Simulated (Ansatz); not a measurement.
**fcc Pt**

Computed with PBEsol (Ansatz, a program for electronic structure, plane waves, PAW).

Run with plane-wave cutoff 500 eV, 24×24×1 k mesh (along the axes of the cell as run), Fermi–Dirac smearing 0.1 eV, scalar-relativistic PAW data made under PBE.

Cell: relaxed at this level.

```
Quantity                              Value
--------------------------------  ---------
surface energy of the (111) face  1.85 J/m²
work function of the (111) face     5.82 eV
```

The slab of 6 atoms is relaxed and unreconstructed.

Spin–orbit coupling is not included.
